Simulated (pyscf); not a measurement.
BiH₃ + GaH₃ → H₂Ga–BiH₂ + H₂ (four-centre exchange; singlet surface; Bi–H, Ga–H broken, Bi–Ga, H–H formed). PySCF, gas phase, ωB97X-D3(BJ)/def2-SVP geometries. Energies in eV from the separated reactants.

```
level                   barrier  reaction energy
----------------------  -------  ---------------
ωB97X-D3(BJ)/def2-TZVP     0.41            -0.83
B3LYP-D3(BJ)/def2-TZVP     0.50            -0.59
PBE0-D3(BJ)/def2-TZVP       [?]              [?]
M06-2X/def2-TZVP           0.55            -0.66
ωB97M-D3(BJ)/def2-TZVP      [?]            -0.51
HF/def2-TZVP               1.45            -0.38
```

What belongs in the gaps?


- PBE0-D3(BJ)/def2-TZVP, barrier: 0.33
- PBE0-D3(BJ)/def2-TZVP, reaction energy: -0.62
- ωB97M-D3(BJ)/def2-TZVP, barrier: 0.67

The functionals in the table span 0.33 eV in this barrier, from PBE0-D3(BJ) to ωB97M-D3(BJ)/def2-TZVP. On the reactant side the descent ends in an adduct with a Bi–Ga contact (not fully relaxed), 0.46 eV under the separated species and 0.87 eV under the saddle at ωB97X-D3(BJ)/def2-TZVP. What is counted as formed (Bi–Ga) is already present as a longer contact in the reactant adduct; forming that adduct is a step of its own. At the saddle there is also a short Ga–H contact that neither side keeps. One saddle was located; it need not be the lowest between these sides. Elements up to Kr have no core potential and no relativistic terms here. Elements past Kr carry the def2 core potentials, without spin-orbit coupling.
